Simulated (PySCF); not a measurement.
# C5H7F: the cost of one run

Computed with PySCF 2.14.0, with density-fitted response routines of our own, on a single molecule in the gas phase. Atoms count from 0, in the outputs and in this text.

## (1) The molecule as given

13 atoms, charge 0, multiplicity 1; geometry from: GFN2-xTB. The atoms were then displaced at random by about 0.01 Å, so the start is not that level's minimum.

Bonds of the start (Å): C0–C1 1.30, C1–C2 1.50, C1–C3 1.50, C3–C4 1.31, C3–F5 1.35, C0–H6 1.09, C0–H7 1.08, C2–H8 1.06, C2–H9 1.11, C2–H10 1.08, C4–H11 1.06, C4–H12 1.06.

## (2) Relaxing the molecule at PBE0-D3(BJ)/def2-SVP

Job settings and geometry (Å):

```
{"job": {"xc": "PBE0", "basis": "def2-SVP", "d3": "d3bj", "grid": 1, "shake": 0.01, "kind": "geom"}, "charge": 0, "multiplicity": 1}
C     -1.216680     1.323790     0.385670
C     -0.440930     0.302540     0.169420
C     -0.967530    -1.101880     0.086900
C      1.037060     0.496620     0.000830
C      1.929290    -0.437110    -0.218210
F      1.405540     1.792490     0.077890
H     -0.848160     2.353070     0.434990
H     -2.283360     1.232470     0.501860
H     -0.712520    -1.534090    -0.852380
H     -0.493110    -1.715960     0.879810
H     -2.034110    -1.117050     0.239440
H      1.693450    -1.470770    -0.272100
H      2.936890    -0.141000    -0.323040
```

Command:

```
$ OMP_NUM_THREADS=1 python probes_run.py task.json out
```

The driver reads the jobs from task.json and runs them one after another.

**Question.** How long does this first job take on 1 thread of Arm Neoverse V1, shared host, and how much memory does it need?

About 28 s, with a peak of 0.52 GiB.
